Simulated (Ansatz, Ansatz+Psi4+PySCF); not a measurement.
```xyz
2

Al    0.0000    0.0000   -1.0537
N     0.0000    0.0000    1.0537
```

Basis set: cc-pVTZ on N; cc-pV(T+d)Z on Al (spherical functions). Frozen core: 6 orbitals. Charge 0, multiplicity 3.

Computed with Ansatz (development build ahead of 0.2.0); the reference of a correlated method needn't be the lowest determinant of its kind.

Question: Give the atomization energy at this shape (free ground-state atoms in the same class of orbitals less the molecule, no zero-point energy) of triplet AlN by UHF-BCCD(T), UHF-CCSD(T).

Answer:

```tsv
method	atomization energy
UHF-BCCD(T)	48.91 kcal/mol
UHF-CCSD(T)	48.89 kcal/mol
```

Caution: the reference determinant was not shown to be the lowest; the shape is not the minimum.
